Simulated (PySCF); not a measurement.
Compound: C3H4ClNO.
Z-matrix (Å and degrees, PBE0-D3(BJ)/def2-SVP geometry), rows numbered from 1:
```
C 
C   1  1.3317
Cl  2  1.7437  1  121.41
C   2  1.5114  1  120.34  3  -179.98
N   4  1.3503  2  115.93  1   179.42
O   4  1.2139  2  120.00  1    -0.57
H   1  1.0903  2  121.97  3    -0.00
H   1  1.0920  2  117.50  3   179.99
H   5  1.0105  4  117.82  2  -179.85
H   5  1.0100  4  121.73  2    -0.01
```

Mulliken charges (e) from the PBE0/pcSseg-1 density (PySCF), one withheld:

| atom | bonded to | charge |
| --- | --- | --- |
| C1 | C2 H7 H8 | +0.0208 |
| C2 | C1 Cl3 C4 | ? |
| Cl3 | C2 | -0.0907 |
| C4 | C2 N5 O6 | +0.5477 |
| N5 | C4 H9 H10 | -0.4086 |
| O6 | C4 | -0.4226 |
| H7 | C1 | +0.1393 |
| H8 | C1 | +0.1560 |
| H9 | N5 | +0.2071 |
| H10 | N5 | +0.2144 |

Q: What is the charge on C2?

A: The charges add up to the total charge, 0. The others sum to +0.3634, which leaves -0.3634 e for C2 (vinylic C–Cl carbon).

Q: Add each hydrogen's charge to the atom that carries it.

A: C1 +0.3161, N5 +0.0129. Atoms without hydrogen keep their charges.

Q: Across which bond do the charges differ most?

A: C4–O6: +0.5477 on C4 against -0.4226 on O6, a difference of 0.9703 e. The lower charge is on the more electronegative element of the two (Pauling values: O 3.44, C 2.55).

Q: Take the bonds between elements whose Pauling electronegativities differ by more than 0.25. In how many does the more electronegative atom carry the lower charge?

A: In 6 of 7; it doesn't in C2–Cl3.

Q: How much positive and how much negative charge does this set hold in all?

A: +1.2853 e on 6 atoms and -1.2853 e on 4.

The Mulliken scheme gives each basis function's population to the atom it is centred on and halves the overlap population of two atoms between them. The structure is a single PBE0-D3(BJ)/def2-SVP conformer in the gas phase; no vibrational or solvent corrections.
